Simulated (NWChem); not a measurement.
Everything below was run with NWChem. System: CN, charge 0, spin multiplicity 2, at a geometry optimised with UB3LYP/def2-SVP. The structure started from a generated list of species. Its SCF solution wasn't tested for a lower state. Level: UB2PLYP/3-21G, 2 core orbitals frozen.

Job file:

```
start mol
memory heap 200 mb stack 900 mb global 1100 mb
geometry units angstroms nocenter noautoz
  C      0.000000     0.000000     0.630304
  N      0.000000     0.000000    -0.540261
  symmetry group C2v
end
basis spherical
  * library 3-21g
end
dft
  xc hfexch 0.53 becke88 0.47 lyp 0.73 mp2 0.27
  dftmp2
  odft
  mult 2
  semidirect memsize 60000000 filesize 0
  iterations 100
end
mp2
  freeze core 2
end
task dft energy
```

NWChem printed:

```
             Northwest Computational Chemistry Package (NWChem) 7.3.0
             --------------------------------------------------------

                                NWChem Input Module
                                -------------------

 Scaling coordinates for geometry "geometry" by  1.889725989
 (inverse scale =  0.529177249)

 Turning off AUTOSYM since
 SYMMETRY directive was detected!

                             Geometry "geometry" -> ""
                             -------------------------

 Output coordinates in angstroms (scale by  1.889725989 to convert to a.u.)

  No.       Tag          Charge          X              Y              Z
 ---- ---------------- ---------- -------------- -------------- --------------
    1 C                    6.0000     0.00000000     0.00000000     0.63030400
    2 N                    7.0000     0.00000000     0.00000000    -0.54026100

 Effective nuclear repulsion energy (a.u.)      18.9869374686

            Nuclear Dipole moment (a.u.)
            ----------------------------
        X                 Y               Z
 ---------------- ---------------- ----------------
     0.0000000000     0.0000000000    -0.0000056692

      Symmetry information
      --------------------

 Group name             C2v
 Group number             16
 Group order               4
 No. of unique centers     2

      Symmetry unique atoms

     1    2


 Summary of "ao basis" -> "" (spherical)
 ------------------------------------------------------------------------------
       Tag                 Description            Shells   Functions and Types
 ---------------- ------------------------------  ------  ---------------------
 *                           3-21g                    on all atoms

  dft_input: which_mp2 not specified, using semidirect MP2 by default.

                                 NWChem DFT Module
                                 -----------------

 Summary of "ao basis" -> "ao basis" (spherical)
 ------------------------------------------------------------------------------
       Tag                 Description            Shells   Functions and Types
 ---------------- ------------------------------  ------  ---------------------
 C                           3-21g                   5        9   3s2p
 N                           3-21g                   5        9   3s2p

 Summary of "ao basis" -> "ao basis" (spherical)
 ------------------------------------------------------------------------------
       Tag                 Description            Shells   Functions and Types
 ---------------- ------------------------------  ------  ---------------------
 C                           3-21g                   5        9   3s2p
 N                           3-21g                   5        9   3s2p

      Symmetry analysis of basis
      --------------------------

        a1         10
        a2          0
        b1          4
        b2          4

            General Information
            -------------------
          SCF calculation type: DFT
          Wavefunction type:  spin polarized.
          No. of atoms     :     2
          No. of electrons :    13
           Alpha electrons :     7
            Beta electrons :     6
          Charge           :     0
          Spin multiplicity:     2
          Use of symmetry is: on ; symmetry adaption is: on
          Maximum number of iterations: 100
          AO basis - number of functions:    18
                     number of shells:    10
[...]
 Vector    8  Occ=0.000000D+00  E= 9.830865D-02  Symmetry=b2
              MO Center=  3.6D-50, -7.0D-17,  2.6D-01, r^2= 1.5D+00
   Bfn.  Coefficient  Atom+Function         Bfn.  Coefficient  Atom+Function
  ----- ------------  ---------------      ----- ------------  ---------------
     8      0.716279  1 C  py                17     -0.603555  2 N  py
     4      0.403353  1 C  py                13     -0.357927  2 N  py

 Vector    9  Occ=0.000000D+00  E= 9.830865D-02  Symmetry=b1
              MO Center= -4.2D-18, -1.1D-57,  2.6D-01, r^2= 1.5D+00
   Bfn.  Coefficient  Atom+Function         Bfn.  Coefficient  Atom+Function
  ----- ------------  ---------------      ----- ------------  ---------------
     7      0.716279  1 C  px                16     -0.603555  2 N  px
     3      0.403353  1 C  px                12     -0.357927  2 N  px

   alpha - beta orbital overlaps
   -----------------------------

   alpha      1      2      3      4      5      6      7      8      9     10
    beta      1      2      3      4      7      5      6      9      8     10
 overlap   1.000  1.000  0.998  0.791  0.791  0.989  0.989  0.989  0.989  0.999

   alpha     11     12     13     14     15     16     17     18
    beta     11     12     13     14     17     16     15     18
 overlap   0.999  0.999  0.984  0.988  0.996  1.000  1.000  1.000

     --------------------------
     Expectation value of S2:
     --------------------------
      <S2> =      0.7957 (Exact =     0.7500)

 center of mass
 --------------
 x =   0.00000000 y =   0.00000000 z =  -0.00012097

 moments of inertia (a.u.)
 ------------------
          31.620491876071           0.000000000000           0.000000000000
           0.000000000000          31.620491876071           0.000000000000
           0.000000000000           0.000000000000           0.000000000000

     Multipole analysis of the density
     ---------------------------------

     L   x y z        total         alpha         beta         nuclear
     -   - - -        -----         -----         ----         -------
     0   0 0 0     -0.000000     -7.000000     -6.000000     13.000000

     1   1 0 0      0.000000      0.000000      0.000000      0.000000
     1   0 1 0      0.000000      0.000000      0.000000      0.000000
     1   0 0 1      0.644816     -0.731656      1.376477     -0.000006

     2   2 0 0     -7.977432     -4.382728     -3.594704      0.000000
     2   1 1 0      0.000000      0.000000      0.000000      0.000000
     2   1 0 1      0.000000      0.000000      0.000000      0.000000
     2   0 2 0     -7.977432     -4.382728     -3.594704      0.000000
     2   0 1 1      0.000000      0.000000      0.000000      0.000000
     2   0 0 2     -7.991349    -14.239466     -9.560529     15.808646

                   NWChem MP2 Semi-direct Energy/Gradient Module
                   ---------------------------------------------

  Basis functions       =     18
  Molecular orbitals    =     18
  Frozen core           =      2
  Frozen virtuals       =      0
  Active alpha occupied =      5
  Active beta occupied  =      4
  Active alpha virtual  =     11
  Active beta virtual   =     12
  Use MO symmetry       = T
  Use skeleton AO sym   = T

  AO/Fock/Back tols     =   1.0D-09  1.0D-09  1.0D-09

 GA uses MA = F    GA memory limited = T

 Available:
  local mem=  4.43D+07
 global mem=  1.44D+08
 local disk=  0.00D+00
  mp2_memr nvloc                    11
  nvloc new                    11
   1 passes of   5:        2097152                       1165                     32565.
   1 passes of   5: M     44325592           G      144178552           F      42228440.

 Semi-direct pass number   1 of   1  for UHF alpha       at        0.1s
  vrange nnbf                   171
  mp2_eaftype                    10  avail_ma_in_mb                   386
 EAF : mp2_eaftype filesize          10      16283.
  mp2_eaf for mointskh                     10
Node 0 wrote      0.1 Mb in      0.0 s     Agg I/O rate:  2327.5 Mb/s
 Done moints_semi at        0.1s
  mp2_eaftype                    10  avail_ma_in_mb                   386
 EAF : mp2_eaftype filesize          10      16283.
  mp2_eaf for kh                    10
 Done maket at        0.1s
 Done multipass loop at        0.1s

 GA uses MA = F    GA memory limited = T

 Available:
  local mem=  4.43D+07
 global mem=  1.44D+08
 local disk=  0.00D+00
  mp2_memr nvloc                    12
  nvloc new                    12
   1 passes of   4:        2097152                       1101                     28495.
   1 passes of   4: M     44325592           G      144178552           F      42228440.

 Semi-direct pass number   1 of   1  for UHF beta        at        0.2s
  vrange nnbf                   171
  mp2_eaftype                    10  avail_ma_in_mb                   386
 EAF : mp2_eaftype filesize          10      14248.
  mp2_eaf for mointskh                     10
Node 0 wrote      0.1 Mb in      0.0 s     Agg I/O rate:  2061.1 Mb/s
 Done moints_semi at        0.2s
  mp2_eaftype                    10  avail_ma_in_mb                   386
 EAF : mp2_eaftype filesize          10      14248.
  mp2_eaf for kh                    10
 Done maket at        0.2s
 Done multipass loop at        0.2s

          -------------------------------------------
          DFT energy                     -92.015936292395
          Unscaled MP2 energy             -0.277300713940
          Total DFT+MP2 energy           -92.090807485159
          -------------------------------------------

 -----------------------
 Performance information
 -----------------------

 Timer overhead =  9.63D-08 seconds/call

               Nr. of calls         CPU time (s)                 Wall time (s)                GFlops
             ---------------    -------------------     ------------------------------   -------------------
Name         Min   Avg   Max    Min     Avg     Max     Min     Avg     Max   Mx/calls   Min     Max     Sum
mp2: moin     2     2     2   1.23E-2 1.23E-2 1.23E-2  1.23E-2 1.23E-2 1.23E-2 6.16E-3   0.0     0.0     0.0
mp2: make     2     2     2   1.46E-3 1.46E-3 1.46E-3  1.46E-3 1.46E-3 1.46E-3 7.32E-4   0.0     0.0     0.0
mp2: tota     1     1     1   1.85E-2 1.85E-2 1.85E-2  1.85E-2 1.85E-2 1.85E-2 1.85E-2   0.0     0.0     0.0

 The average no. of pstat calls per process was 5.00D+00
 with a timing overhead of 4.82D-07s

 Task  times  cpu:        0.1s     wall:        0.1s

 Total times  cpu:        0.2s     wall:        0.2s
```
